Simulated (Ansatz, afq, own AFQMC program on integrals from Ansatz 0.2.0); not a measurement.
Where AFQMC and coupled cluster stand for AlSiH4, doublet

```yaml
atoms:
  - { symbol: Si, position_ang: [0.0000, 0.0435, 1.0229] }
  - { symbol: Al, position_ang: [0.0000, -0.0894, -1.1601] }
  - { symbol: H, position_ang: [0.0000, 1.2631, 1.5217] }
  - { symbol: H, position_ang: [1.0586, -0.5818, 1.4959] }
  - { symbol: H, position_ang: [-1.0586, -0.5818, 1.4959] }
  - { symbol: H, position_ang: [0.0000, 1.0795, -1.9609] }
```

Connectivity, by distances: SiH3–AlH.

Basis 6-31G. Noble-gas cores (and the filled d shells of Ga–Kr and In–Xe) are frozen. Ansatz 0.2.0 and our own AFQMC program on the same integrals; the CISD trial comes from CCSD amplitudes, and released means the phaseless constraint is let go. Uncertainties: one standard error, sampling alone.

Determinant: UHF, the one that the program's search chose, which needn't be the lowest solution. The geometry is a point of a scan.

No full CI on the walks' own integrals is used here. The released AFQMC energy serves as the reference, which it does only where one determinant dominates, the energy is flat over the last release times and near the phaseless one (40 meV or 2 meV an electron, half that with transition metals). On small molecules, where full CI could be run and the noise was under 10 meV, such values lay within 10 meV of it in 19 cases of 20, a flattering rate, since the rule was set on those same cases; what remains of the bias isn't in the error bar.

Cautions: the released value is read at 2.40 1/Eh (meV from the phaseless value at times in 1/Eh: -1 ± 3 at 0.24, -1 ± 3 at 0.51, -3 ± 3 at 0.99, -1.5 ± 2.2 at 1.62, -5 ± 3 at 2.40).

The T1 diagnostic is 0.0112, the weight of the determinant in the CISD state is 0.928 and the ⟨S²⟩ of the determinant is 0.752. The size of the correlated space is 11 electrons in 24 orbitals.

```
  level  correlation energy (eV)
    MP2                  -2.0562
   CCSD                  -2.7810
CCSD(T)                  -2.8201
```

Task: Estimate where phaseless AFQMC with a CISD trial lies against CCSD(T) on the same integrals.

Result: 0.45 ± 0.12 mEh below CCSD(T).

Reference: AFQMC with the constraint released, correlation energy -2.838 ± 0.003 eV.

```tsv
level	E − E(reference) (mEh)	share of correlation (%)
CCSD(T)	0.64 ± 0.10	99.39
ph-AFQMC/CISD	0.18 ± 0.16	99.82
```

A walk keeps the symmetry of its determinant, which the program's search chose and which needn't be the lowest solution, so a lower state of the same spin and another symmetry isn't excluded. Released energies are given only where the last usable release times agree within the noise; a slower fall can still hide under it.
